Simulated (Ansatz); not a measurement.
**Be₃Tl: from a trial structure to a relaxed crystal**

The calculation used DFT PBE, scalar-relativistic, plane waves, PAW in Ansatz 0.2.0. Cutoff 420 eV, Γ-centred k mesh, Gaussian smearing, no spin polarisation in the final step.

Be₃Tl was placed on the Ni3Sn (D0_19) structure type (P6_3/mmc, No. 194), with Tl in place of Sn, Be in place of Ni, at a guessed volume.

```
CELL_PARAMETERS angstrom
5.32846 0.00000 0.00000
-2.66423 4.61458 0.00000
0.00000 0.00000 4.27691
ATOMIC_POSITIONS crystal
Be 0.83300 0.66600 0.25000
Be 0.16700 0.83300 0.75000
Be 0.33400 0.16700 0.25000
Be 0.16700 0.33400 0.75000
Be 0.83300 0.16700 0.25000
Be 0.66600 0.83300 0.75000
Tl 0.33333 0.66667 0.25000
Tl 0.66667 0.33333 0.75000
```

Cell and atoms relax at zero pressure; the relaxation can't lower the symmetry of the start. After a coarse first stage the cell is made exact in the group found at 0.06 Å.

The zero of energy is the elements' standard structures at the same level; no fitted shifts are applied.

(1) Which crystal results?

(2) What are its volume, energy, density and gap?

Answers

(1) It keeps P6_3/mmc (No. 194), but not the shape of the type it started on. Conventional cell: a = 6.015 Å, c = 3.584 Å. Be has 6 Be at 2.18–2.19 Å; Tl has 6 Be at 2.85 Å and 6 Be at 3.05 Å.

```cif
data_structure
_symmetry_space_group_name_H-M 'P6_3/mmc'
_symmetry_Int_Tables_number 194
_cell_length_a 6.0153
_cell_length_b 6.0153
_cell_length_c 3.5839
_cell_angle_alpha 90.000
_cell_angle_beta 90.000
_cell_angle_gamma 120.000
_cell_volume 112.31
loop_
_atom_site_label
_atom_site_type_symbol
_atom_site_symmetry_multiplicity
_atom_site_Wyckoff_symbol
_atom_site_fract_x
_atom_site_fract_y
_atom_site_fract_z
_atom_site_occupancy
Be1 Be 6 h 0.87903 0.75805 0.25000 1
Tl1 Tl 2 c 0.33333 0.66667 0.25000 1
```

(2) The volume per atom is 14.04 Å³ and the density is 6.84 g/cm³. The energy over the elements is 0.54 eV/atom. The gap on the 6×6×10 mesh is 0 eV (a metal).

The final run used a 6×6×10 mesh on its 8-atom cell and 0.10 eV smearing. The k mesh leaves about 4 meV/atom of noise in metals. Spin–orbit coupling is left out. Symmetry constrained the relaxation, so the result can be a saddle point. The steps took roughly 2.5 core-minutes in all.